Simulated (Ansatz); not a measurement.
**Volumes and bulk moduli along the alkaline-earth metals**

These are results of DFT, PBE, plane waves (420 eV) with PAW, scalar-relativistic (Ansatz 0.2.0), not measurements.

Each structure is relaxed within its symmetry, in the lowest magnetic state of the tried starts. B₀ comes from uniform scaling at fixed shape; a dash is a value not given.

```
element  structure  V (Å³/atom)  B₀ (GPa)     magnetic state
     Be        hcp         7.91       123  spin not included
     Mg        hcp        22.94        36  spin not included
     Ca        fcc        42.17        17  spin not included
     Sr        fcc        55.04        12  spin not included
     Ba        bcc        63.44         9  spin not included
```
